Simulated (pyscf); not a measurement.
Elementary routes open to Cl–Si•(Cl)–Cl + water (H₂O) in the gas phase (doublet surface):
A. HO–Si(Cl)(Cl)–Cl + H atom (H•) (H–O broken; O–Si formed)
B. hydrogen chloride (HCl) + HO–Si•(Cl)–Cl (Cl–Si, H–O broken; Cl–H, O–Si formed)

Optimised with ωB97X-D3(BJ)/def2-SVP in PySCF.

Rank the routes by free-energy barrier at 900 K, lowest first, for ωB97M-D3(BJ)/def2-TZVP energies (ideal gas, 1 atm, RRHO with modes under 100 cm⁻¹ raised to 100, one conformer, R ln 2 for chiral ones without a mode under 150 cm⁻¹).

B (1.69 eV), A (1.93 eV)

Route B is the fastest of these, ahead of the next by 0.25 eV. The most stable products are those of A (ΔG = -0.30 eV), whose barrier is 0.25 eV higher: the kinetic and the thermodynamic product differ. At 298 K B is still the fastest. A: On the reactant side the descent ends in a complex, 0.24 eV under the separated species and 1.29 eV under the saddle at ωB97X-D3(BJ)/def2-TZVP. Only these routes are compared; each barrier is that of the saddle found, and lower ones may exist.
